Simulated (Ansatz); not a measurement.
# CH₂Al+ (quintet): the correlation ladder, def2-TZVPP

The task here is to estimate one member of a computed series from the others.

Program: Ansatz 0.2.0, Gaussian basis. Level of theory: def2-TZVPP, core rule «outside noble gas», up to 6 orbitals frozen. These are calculated values, not measurements.

To be run: UHF; ROHF; CCSD(T) on UHF.

## The system

The geometry is a PBE0/def2-TZVP stationary point (not a proven minimum) of the parent state, kept for this charge and spin.

4 atoms, charge 1, spin multiplicity 5.

Atoms are counted from 1 here; the program's logs count them from 0.

Bond lengths: Al1–C2 1.925 Å, Al1–H3 1.580 Å, Al1–H4 1.580 Å. Angles: C2–Al1–H3 117.7°, C2–Al1–H4 117.7°, H3–Al1–H4 124.6°.

The first run:

in.yaml

```yaml
crystal:
  periodic: [false, false, false]
  atoms:
    - {symbol: Al, position_ang: [0.000000, 0.000000, 0.527635]}
    - {symbol: C, position_ang: [0.000000, 0.000000, -1.397228]}
    - {symbol: H, position_ang: [0.000000, 1.398998, 1.262610]}
    - {symbol: H, position_ang: [0.000000, -1.398998, 1.262610]}
basis:
  gaussian: {orbitals: def2-TZVPP}
total_charge: 1
magnetization: {spin_polarized: true, initial_magnetization: 4}
hamiltonian: {xc: hf}
output: {orbitals: {seedname: orbitals}}
```

Started as:

```console
$ ansatz run in.yaml --threads 1 --pin off --events-out ev --progress --plain --max-ram 4096MiB --backend cpu
```

Among the steps run: UHF; ROHF; CCSD(T) on UHF.

One of the session's tables, all rows but one given; the rest of the session is left out.

It belongs to the step «Misses and costs». 

```
  method  from UCCSD(T) (meV)
    ROHF              +4731.7
     UHF                    ?
    UMP2              +1051.1
   UCCSD               +149.7
UCCSD(T)                    0
```

Q: Estimate the row for UHF from the others.

As computed: from UCCSD(T) (meV): +4436.7. In the column «from UCCSD(T) (meV)» it lies between UMP2 (+1051.1) and ROHF (+4731.7).
